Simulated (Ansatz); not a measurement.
**C2H6N2O: one species, many methods**

One table from this session's results is given with a row withheld; the runs are named, their logs left out.

Program: Ansatz 0.2.0, Gaussian basis. Level of theory: functionals in def2-TZVPP, the program's frozen cores in correlated methods. These are calculated values, not measurements.

The runs, in order: PBE-D4, r2SCAN-D4, PBE0-D4, B3LYP-D4, ωB97X-V, ωB97M-V, B2PLYP; CCSD(T)/def2-TZVPP; MP2/def2-QZVPP; extrapolation to the limit.

## The relaxed structure

An earlier PBE0-D4 in a triple-zeta def2 set relaxation fixed the geometry.

SMILES `NC(N)=CO`, 11 atoms, charge 0, spin multiplicity 1.

Atoms are counted from 1 here; the program's logs count them from 0.

Bond lengths: N1–C2 1.395 Å, N1–H6 1.012 Å, N1–H7 1.011 Å, C2–N3 1.401 Å, C2–C4 1.336 Å, N3–H8 1.008 Å, N3–H9 1.007 Å, C4–O5 1.384 Å, C4–H10 1.084 Å, O5–H11 0.960 Å. Angles: C2–N1–H6 113.0°, C2–N1–H7 111.3°, H6–N1–H7 110.5°, N1–C2–N3 115.8°, N1–C2–C4 123.0°, N3–C2–C4 121.1°, C2–N3–H8 112.9°, C2–N3–H9 114.8°, H8–N3–H9 111.9°, C2–C4–O5 120.0°, C2–C4–H10 121.6°, O5–C4–H10 118.2°, C4–O5–H11 108.7°.

Geometry (Å):

| atom | x (Å) | y (Å) | z (Å) |
| --- | --- | --- | --- |
| N1 | -1.1121 | 0.3584 | 0.7795 |
| C2 | 0.0813 | -0.1383 | 0.2538 |
| N3 | 0.9832 | -0.6692 | 1.1846 |
| C4 | 0.3395 | -0.1749 | -1.0564 |
| O5 | -0.4552 | 0.5362 | -1.9379 |
| H6 | -0.9684 | 1.0506 | 1.5031 |
| H7 | -1.7083 | 0.7267 | 0.0508 |
| H8 | 0.5596 | -0.8494 | 2.0816 |
| H9 | 1.8484 | -0.1617 | 1.2723 |
| H10 | 1.2067 | -0.6918 | -1.4507 |
| H11 | -0.7092 | -0.0435 | -2.6599 |

The first run:

Input file in.yaml:

```yaml
crystal:
  periodic: [false, false, false]
  atoms:
    - {symbol: N, position_ang: [-1.112113, 0.358369, 0.779487]}
    - {symbol: C, position_ang: [0.081265, -0.138309, 0.253759]}
    - {symbol: N, position_ang: [0.983219, -0.669234, 1.184629]}
    - {symbol: C, position_ang: [0.339482, -0.174919, -1.056398]}
    - {symbol: O, position_ang: [-0.455202, 0.536160, -1.937881]}
    - {symbol: H, position_ang: [-0.968366, 1.050630, 1.503060]}
    - {symbol: H, position_ang: [-1.708337, 0.726661, 0.050787]}
    - {symbol: H, position_ang: [0.559624, -0.849380, 2.081622]}
    - {symbol: H, position_ang: [1.848390, -0.161682, 1.272293]}
    - {symbol: H, position_ang: [1.206740, -0.691832, -1.450744]}
    - {symbol: H, position_ang: [-0.709203, -0.043464, -2.659913]}
basis:
  gaussian: {orbitals: def2-TZVPP}
hamiltonian: {xc: pbe, dispersion: d4}
output: {forces: true, orbitals: {seedname: orbitals}}
```

Launch:

```console
ansatz run in.yaml --threads 4 --pin off --events-out ev --progress --plain --max-ram 10444MiB
```

Among the steps run: PBE-D4 (GGA); r2SCAN-D4 (meta-GGA); PBE0-D4 (hybrid); B3LYP-D4 (hybrid); ωB97X-V (range-separated); ωB97M-V (range-separated); B2PLYP (double hybrid); CCSD(T) in def2-TZVPP; MP2 in def2-QZVPP.

One table of the session follows, with a row left open; its other results are not shown here.

```
            method  atomisation energy (kcal/mol)
            PBE-D4                         1047.1
         r2SCAN-D4                              ?
           PBE0-D4                         1015.4
          B3LYP-D4                         1013.5
           ωB97X-V                         1011.5
           ωB97M-V                         1013.9
            B2PLYP                          999.1
     HF/def2-TZVPP                          666.8
    MP2/def2-TZVPP                          995.2
   CCSD/def2-TZVPP                          954.9
CCSD(T)/def2-TZVPP                          974.1
           MP2/CBS                         1028.4
       CCSD(T)/CBS                         1007.4
```

Q: Estimate the row for r2SCAN-D4 from the others.

**Answer.** atomisation energy (kcal/mol): 1007.1. In the column «atomisation energy (kcal/mol)» it lies between B2PLYP (999.1) and CCSD(T)/CBS (1007.4).

To keep in mind: Free atoms (2 N, 2 C, 1 O, 6 H) were run apart at each level; the atomisation energy is their sum less the molecule, without zero-point or spin-orbit terms.
